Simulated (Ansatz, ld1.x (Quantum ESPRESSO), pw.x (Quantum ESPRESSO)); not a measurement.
Equation-of-state test of one ultrasoft potential (F)

- Element: fluorine (F)
- Generator: ld1.x (Quantum ESPRESSO) 7.5
- Type: ultrasoft
- Functional: PBEsol
- Relativity: scalar-relativistic
- Frozen core: [He]
- Valence charge: 7
- Reference configuration: 2s2 2p5
- Partial waves: 2s (bound): rcut 0.50, rcutus 0.70 bohr; 2s channel at 0.35 Ry: rcut 0.50, rcutus 0.70 bohr; 2p (bound): rcut 1.55, rcutus 2.00 bohr; 2p channel at 2.95 Ry: rcut 1.55, rcutus 2.00 bohr; 3d channel at 0.1 Ry: rcut 1.45, rcutus 1.70 bohr; 3d channel at 2.7 Ry: rcut 1.45, rcutus 1.70 bohr
- Local potential: all-electron potential smoothed inside 1.70 bohr (lloc = -2)
- Core correction: Bessel-smoothed model core inside 0.70 bohr
- Augmentation charge: PSQ, inside the norm-conserving radii

Crystal test: bcc F in pw.x 7.5, no spin, 17³ k-points, Fermi–Dirac smearing 0.01 Ry, cutoffs 110/900 Ry. The reference is all-electron LAPW (Ansatz 0.2.0) with the same functional, mesh and smearing; V0 and B0 come from Birch–Murnaghan fits to the pressures at five volumes. Errors are pseudo minus all-electron; Δ is the rms difference of the E(V) curves that follow from these fits, minima aligned, over ±6 % about the mean V0. Mesh and smearing are coarse, so the numbers serve the comparison and aren't converged zero-temperature values; the lattice is a test structure that the element need not adopt.

All-electron: a0 = 2.651 Å (V0 = 9.31 Å³/atom), B0 = 66.5 GPa.

Task: How far does the potential miss the all-electron equation of state?

Result: mean pressure error (GPa): +2.48; a0 (Å): 2.682; a0 error (%): +1.17; B0 error (%): -2.9; Δ (meV/atom): 4.8. This is a poor potential for the solid.

```
V (Å³/atom)  P all-electron (GPa)  P pseudo (GPa)
      8.870                  3.71            6.80
      9.104                  1.60            4.35
      9.337                 -0.18            2.28
      9.570                 -1.69            0.49
      9.804                 -2.96           -1.02
```

Task: At the middle volume, how do free energy and pressure move when the wave cutoff is lowered (ecutrho held at 900 Ry)?

Result:

| cutoff (Ry) | shift of F (meV/atom) | shift of P (GPa) |
| --- | --- | --- |
| 50 | +222.3 | -10.24 |
| 66 | +44.0 | -3.92 |
| 88 | +1.2 | -0.07 |

Input at the middle volume:

```
&control
  calculation='scf', prefix='x', pseudo_dir='./', outdir='./tmp', tstress=.true., disk_io='low'
/
&system
  ibrav=0, nat=1, ntyp=1, ecutwfc=110, ecutrho=900, nbnd=11,
  occupations='smearing', smearing='fd', degauss=0.01
/
&electrons
  conv_thr=1e-09, mixing_beta=0.4, electron_maxstep=70
/
ATOMIC_SPECIES
F 1.0 F.UPF
CELL_PARAMETERS angstrom
  -1.32652607 1.32652607 1.32652607
  1.32652607 -1.32652607 1.32652607
  1.32652607 1.32652607 -1.32652607
ATOMIC_POSITIONS crystal
F 0.0000 0.0000 0.0000
K_POINTS automatic
17 17 17 0 0 0
```

```bash
pw.x < F.scf.in > F.scf.out
```

Lines of the output:

```
Message from routine setup:
     using ibrav=0 with symmetry is DISCOURAGED, use correct ibrav instead
     lattice parameter (alat)  =       4.3419  a.u.
     unit-cell volume          =      63.0092 (a.u.)^3
     number of electrons       =         7.00
     number of Kohn-Sham states=           11
     kinetic-energy cutoff     =     110.0000  Ry
     charge density cutoff     =     900.0000  Ry
     scf convergence threshold =      1.0E-09
     Exchange-correlation= PBESOL
     number of k points=   165  Fermi-Dirac smearing, width (Ry)=  0.0100
     iteration #  1     ecut=   110.00 Ry     beta= 0.40
     total energy              =     -47.96536192 Ry
     estimated scf accuracy    <       0.00009762 Ry
     iteration #  2     ecut=   110.00 Ry     beta= 0.40
     total energy              =     -47.96537944 Ry
     estimated scf accuracy    <       0.00000889 Ry
     iteration #  3     ecut=   110.00 Ry     beta= 0.40
     total energy              =     -47.96538346 Ry
     estimated scf accuracy    <       0.00000122 Ry
     iteration #  4     ecut=   110.00 Ry     beta= 0.40
     total energy              =     -47.96538368 Ry
     estimated scf accuracy    <          1.5E-09 Ry
     iteration #  5     ecut=   110.00 Ry     beta= 0.40
     the Fermi energy is     0.0530 ev
!    total energy              =     -47.96538369 Ry
     estimated scf accuracy    <          4.4E-10 Ry
     smearing contrib. (-TS)   =      -0.00937801 Ry
     The total energy is F=E-TS. E is the sum of the following terms:
     one-electron contribution =     -14.64854879 Ry
     hartree contribution      =      11.29479909 Ry
     xc contribution           =      -9.03410054 Ry
     ewald contribution        =     -35.56815545 Ry
     convergence has been achieved in   5 iterations
          total   stress  (Ry/bohr**3)                   (kbar)     P=       22.76
```

The run at the middle volume (165 k-points, 5 iterations) took about 15 s on one core of a shared host (Intel(R) Xeon(R) 6975P-C, 192 threads, 378 GiB, load 92).
